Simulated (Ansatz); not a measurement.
Basis-set extrapolation for `BCO` (PBE0-D4/def2-TZVP geometry, frozen core, Ansatz). Multiplicity 1, RHF reference.

```csv
,def2-TZVPP,def2-QZVPP
HF,-140.336935,-140.343600
MP2 correlation,-0.532405,-0.569416
CCSD(T) correlation,-0.580236,not run
```

Energies in hartree. Use E(X) = E(∞) + A·exp(−7.88·√X) for Hartree–Fock and E(X) = E(∞) + B·X^(−2.97) for correlation, with X = 3 and 4, and add CCSD(T) minus MP2 of the smaller set to the MP2 limit.

Question: What is the CCSD(T) energy at the basis-set limit?

Answer: HF limit: -140.343600 + (-0.006665) × 0.13774 = -140.34452. MP2 limit: -0.569416 + (-0.037011) × 0.74074 = -0.59683. Higher-order term: -0.580236 − (-0.532405) = -0.04783. Total: -140.98918 hartree, 189.1 kJ/mol below CCSD(T)/def2-TZVPP.
